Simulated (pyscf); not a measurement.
Single points on ωB97X-D3(BJ)/def2-SVP structures (PySCF, gas phase). Correlated levels are frozen-core, on RHF or UHF. ΔMP2 is the change of the MP2 total energy from the triple- to the quadruple-zeta basis.

Problem. How much does it cost (ΔH, 298 K, CCSD(T)/def2-TZVPP + ΔMP2(QZVPP)) to split `[F][SnH]([F])[Cl]` at its Cl–Sn bond into F–SnH•–F + Cl•?

Solution. Cl–Sn to F–SnH•–F + Cl•: 376.8 kJ/mol. The CCSD(T) − MP2 part came from Ansatz, without density fitting, on the same reference. The frozen core leaves the outer d or s,p core shells of the metals and heavy elements correlated in the MP2 and CC values, and def2-TZVPP describes them poorly, which can shift differences by a few kcal/mol. Left out: the spin-orbit lowering of Cl. Elements past Kr carry the def2 core potentials, without spin-orbit coupling.
